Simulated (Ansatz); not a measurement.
**C3H7NO: small, medium and large basis sets**

The task here is to estimate one member of a computed series from the others.

Program: Ansatz 0.2.0, Gaussian basis. Level of theory: one geometry, several basis sets. These are calculated values, not measurements.

Plan: PBE0-D4/def2-SVP; ωB97M-V/def2-SVP; PBE0-D4/def2-QZVPP; ωB97M-V/def2-QZVPP; the functionals' def2-TZVPP values are taken from earlier runs.

**The geometry**

All runs share one geometry, relaxed beforehand with PBE0-D4 in a triple-zeta def2 set.

12 atoms, charge 0, spin multiplicity 1.

Atoms are counted from 1 here; the program's logs count them from 0.

Bond lengths: N1–C2 1.452 Å, N1–H6 1.013 Å, N1–H7 1.012 Å, C2–C3 1.523 Å, C2–H8 1.101 Å, C2–H9 1.095 Å, C3–C4 1.497 Å, C3–H10 1.093 Å, C3–H11 1.097 Å, C4–O5 1.200 Å, C4–H12 1.114 Å. Angles: C2–N1–H6 110.4°, C2–N1–H7 110.6°, H6–N1–H7 106.9°, N1–C2–C3 110.1°, N1–C2–H8 114.0°, N1–C2–H9 108.0°, C3–C2–H8 108.9°, C3–C2–H9 109.1°, H8–C2–H9 106.7°, C2–C3–C4 111.7°, C2–C3–H10 111.6°, C2–C3–H11 107.8°, C4–C3–H10 108.9°, C4–C3–H11 108.1°, H10–C3–H11 108.5°, C3–C4–O5 125.2°, C3–C4–H12 114.6°, O5–C4–H12 120.2°.

Set-up of the first run:

in.yaml reads:

```yaml
crystal:
  periodic: [false, false, false]
  atoms:
    - {symbol: N, position_ang: [-0.313351, 1.211511, 1.414579]}
    - {symbol: C, position_ang: [0.190019, 0.709196, 0.148271]}
    - {symbol: C, position_ang: [-0.240244, -0.738052, -0.048901]}
    - {symbol: C, position_ang: [0.074026, -1.226441, -1.428750]}
    - {symbol: O, position_ang: [0.749624, -2.184280, -1.685642]}
    - {symbol: H, position_ang: [0.100327, 0.701540, 2.186026]}
    - {symbol: H, position_ang: [-0.062339, 2.184274, 1.537441]}
    - {symbol: H, position_ang: [1.284139, 0.773011, 0.043320]}
    - {symbol: H, position_ang: [-0.238483, 1.321833, -0.652275]}
    - {symbol: H, position_ang: [0.233276, -1.401731, 0.678669]}
    - {symbol: H, position_ang: [-1.327522, -0.787405, 0.090193]}
    - {symbol: H, position_ang: [-0.372572, -0.618657, -2.248930]}
basis:
  gaussian: {orbitals: def2-SVP}
hamiltonian: {xc: pbe0, dispersion: d4}
output: {orbitals: {seedname: orbitals}}
```

Steps of the session up to this table: PBE0-D4 in def2-SVP; ωB97M-V in def2-SVP; PBE0-D4 in def2-QZVPP; ωB97M-V in def2-QZVPP.

One of the session's tables, all rows but one given; the rest of the session is left out.

It belongs to the step «Functionals by basis». 

| functional | basis | HOMO (eV) |
| --- | --- | --- |
| PBE0-D4 | def2-SVP | -6.96 |
| PBE0-D4 | def2-TZVPP | -7.26 |
| PBE0-D4 | def2-QZVPP | -7.31 |
| ωB97M-V | def2-SVP | -9.38 |
| ωB97M-V | def2-TZVPP | ? |
| ωB97M-V | def2-QZVPP | -9.73 |

Q: Estimate the row for ωB97M-V, def2-TZVPP from the others.

As computed: HOMO (eV): -9.68. In the column «HOMO (eV)» it lies between ωB97M-V, def2-QZVPP (-9.73) and ωB97M-V, def2-SVP (-9.38).
